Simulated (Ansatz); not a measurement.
Steps of a relaxation of `CC=C=C(O)Cl` with RKS PBE-D4/def2-SVP.

```sh
$ ansatz run in.yaml --threads 4 --pin off --events-out ev --progress --plain --max-ram 10444MiB
```

```yaml
crystal:
  periodic: [false, false, false]
  atoms:
    - {symbol: C, position_ang: [-1.543000, -0.456300, -0.770100]}
    - {symbol: C, position_ang: [-0.579400, 0.600800, -0.376600]}
    - {symbol: C, position_ang: [0.422500, 0.365100, 0.369200]}
    - {symbol: C, position_ang: [1.557500, 0.132700, 1.131400]}
    - {symbol: O, position_ang: [2.640800, -0.345100, 0.544100]}
    - {symbol: Cl, position_ang: [1.348400, 0.394500, 2.812500]}
    - {symbol: H, position_ang: [-2.543700, -0.143900, -0.367700]}
    - {symbol: H, position_ang: [-1.634200, -0.425200, -1.879300]}
    - {symbol: H, position_ang: [-1.326200, -1.397200, -0.386800]}
    - {symbol: H, position_ang: [-0.743600, 1.625900, -0.683300]}
    - {symbol: H, position_ang: [2.466100, -0.408300, -0.372900]}
basis:
  gaussian: {orbitals: def2-SVP}
hamiltonian: {xc: pbe, dispersion: d4}
relax: {f_tol: 0.03, max_steps: 200}
```

Positions (Å) and forces (eV/Å) along the path, 8 of 8 steps:

```xyz
11
step=1 energy=-18775.4744 eV
C    -1.543   -0.456   -0.770   -1.904    2.842   -1.184
C    -0.579    0.601   -0.377   -1.666   -0.051   -1.034
C     0.422    0.365    0.369    5.209   -0.796    3.700
C     1.558    0.133    1.131   -5.203    0.959   -2.798
O     2.641   -0.345    0.544    2.721   -0.315    2.793
Cl    1.348    0.395    2.812    0.995   -0.277    0.646
H    -2.544   -0.144   -0.368    0.091   -0.258   -0.258
H    -1.634   -0.425   -1.879   -0.131   -0.418    0.079
H    -1.326   -1.397   -0.387    0.736   -2.358    0.754
H    -0.744    1.626   -0.683   -0.376    0.808   -0.628
H     2.466   -0.408   -0.373   -0.474   -0.136   -2.069
11
step=2 energy=-18776.0589 eV
C    -1.637   -0.425   -0.764   -0.489    0.897   -0.442
C    -0.595    0.586   -0.369   -0.039    0.074   -0.504
C     0.437    0.324    0.402    1.222   -0.262    0.987
C     1.530    0.069    1.147   -1.613    0.780   -1.752
O     2.743   -0.210    0.592    0.413   -0.300    1.408
Cl    1.424    0.275    2.858    0.597   -0.152    0.228
H    -2.647   -0.098   -0.415    0.140   -0.048   -0.032
H    -1.709   -0.475   -1.875   -0.007   -0.156    0.104
H    -1.433   -1.407   -0.346    0.153   -0.615    0.185
H    -0.649    1.597   -0.850   -0.243   -0.227    0.305
H     2.600   -0.293   -0.360   -0.133    0.008   -0.487
11
step=3 energy=-18776.1207 eV
C    -1.648   -0.423   -0.797    0.248   -0.158   -0.010
C    -0.575    0.579   -0.435   -0.255    1.138    0.480
C     0.467    0.375    0.369   -0.480    0.181   -0.454
C     1.538    0.189    1.121    0.547   -0.991   -0.570
O     2.761   -0.298    0.660   -0.663    0.580    0.356
Cl    1.479    0.274    2.857    0.164    0.110   -0.040
H    -2.644   -0.100   -0.419    0.095    0.051    0.039
H    -1.758   -0.512   -1.902    0.050   -0.007    0.064
H    -1.421   -1.427   -0.374   -0.058    0.157   -0.114
H    -0.795    1.665   -0.747    0.325   -1.080    0.047
H     2.660   -0.378   -0.313    0.027    0.019    0.200
11
step=4 energy=-18775.9487 eV rejected
C    -1.615   -0.393   -0.753   -1.091   -1.245   -0.801
C    -0.614    0.627   -0.417    0.839   -0.256   -0.122
C     0.414    0.370    0.361    0.911    0.149   -0.174
C     1.502    0.112    1.056   -0.393    0.518    1.379
O     2.772   -0.158    0.683   -0.230   -0.434   -0.719
Cl    1.417    0.198    2.815    0.018    0.057    0.074
H    -2.546   -0.043   -0.255   -0.363   -0.352   -0.405
H    -1.758   -0.538   -1.853   -0.338    0.688    0.109
H    -1.431   -1.463   -0.473    0.322    0.617    0.642
H    -0.734    1.620   -0.882   -0.180    0.251    0.168
H     2.659   -0.390   -0.262    0.504    0.007   -0.152
11
step=5 energy=-18776.2208 eV
C    -1.659   -0.416   -0.787    0.125    0.073    0.053
C    -0.607    0.597   -0.398   -0.197   -0.266   -0.008
C     0.447    0.359    0.364    0.020    0.096   -0.033
C     1.517    0.118    1.101    0.023   -0.016    0.006
O     2.751   -0.270    0.680    0.141   -0.054   -0.124
Cl    1.514    0.273    2.839   -0.088    0.032    0.059
H    -2.655   -0.086   -0.427   -0.063    0.000    0.022
H    -1.738   -0.493   -1.891    0.003   -0.025   -0.031
H    -1.443   -1.416   -0.366   -0.004   -0.014   -0.013
H    -0.788    1.614   -0.797    0.094    0.154    0.012
H     2.726   -0.338   -0.296   -0.052    0.020    0.058
11
step=6 energy=-18776.2243 eV
C    -1.657   -0.415   -0.783   -0.150   -0.122   -0.050
C    -0.613    0.589   -0.397    0.187    0.206    0.054
C     0.450    0.364    0.358    0.054   -0.055    0.019
C     1.520    0.118    1.098   -0.038   -0.016   -0.056
O     2.755   -0.277    0.676   -0.014    0.023    0.018
Cl    1.497    0.280    2.836   -0.019    0.014    0.032
H    -2.657   -0.091   -0.421    0.003   -0.007   -0.013
H    -1.738   -0.494   -1.890   -0.004   -0.002    0.022
H    -1.444   -1.420   -0.370    0.013    0.019   -0.003
H    -0.766    1.620   -0.789   -0.030   -0.052    0.008
H     2.718   -0.330   -0.299   -0.001   -0.008   -0.030
11
step=7 energy=-18776.2255 eV
C    -1.661   -0.415   -0.783   -0.007    0.006   -0.007
C    -0.612    0.593   -0.395    0.015   -0.009    0.008
C     0.455    0.356    0.350   -0.041    0.008   -0.056
C     1.522    0.116    1.091    0.050   -0.015    0.027
O     2.761   -0.272    0.679    0.018   -0.002    0.000
Cl    1.481    0.285    2.831    0.017   -0.008   -0.013
H    -2.661   -0.092   -0.420    0.002   -0.004    0.002
H    -1.742   -0.493   -1.889    0.000   -0.004    0.008
H    -1.442   -1.417   -0.369   -0.004   -0.002   -0.003
H    -0.772    1.624   -0.777   -0.012    0.018   -0.011
H     2.737   -0.341   -0.297   -0.037    0.013    0.046
11
step=8 energy=-18776.2259 eV
C    -1.660   -0.415   -0.782    0.000    0.002   -0.003
C    -0.611    0.595   -0.398   -0.009    0.011   -0.011
C     0.457    0.360    0.347    0.017   -0.004    0.010
C     1.522    0.116    1.092    0.004   -0.006   -0.013
O     2.762   -0.273    0.680   -0.007    0.001   -0.004
Cl    1.481    0.279    2.831    0.000    0.003    0.005
H    -2.660   -0.093   -0.418    0.004   -0.002    0.001
H    -1.743   -0.494   -1.888   -0.002   -0.003    0.001
H    -1.440   -1.417   -0.368   -0.002   -0.001   -0.001
H    -0.775    1.624   -0.782   -0.001   -0.003    0.004
H     2.731   -0.340   -0.295   -0.005    0.003    0.010
```

Hardware: 4 threads of an Arm Neoverse V1 on a shared host. Wall time 11 s, peak host memory 0.15 GiB.
